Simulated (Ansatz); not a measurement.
Z-matrix (Å, degrees):
```
C
N 1 1.451
H 1 1.090 2 108.7
H 1 1.089 2 109.6 3 117.7
H 1 1.098 2 113.2 3 -121.1
C 2 1.370 1 119.4 3 -173.3
H 2 1.008 1 114.1 3 51.0
F 6 1.340 2 111.2 1 45.0
C 6 1.329 2 128.8 1 -138.0
H 9 1.080 6 120.4 2 6.9
H 9 1.079 6 120.2 2 -171.1
```

Charge 0, multiplicity 1.

(1) List the ωB97M-V/def2-TZVPP orbital energies in eV (the Gaussian-basis code of Ansatz). (Best estimate.)

Results:

(1) Ansatz gave: Occupied: -677.89, -395.19, -284.51, -282.34, -280.75, -37.16, -29.05, -24.07, -21.83, -19.81, -17.63, -16.54, -16.20, -15.21, -14.71, -13.96, -13.52, -13.40, -11.18, -8.42. Lowest empty: 2.41, 3.11, 3.59, 4.32, 4.66, 4.85, 5.08, 5.38.
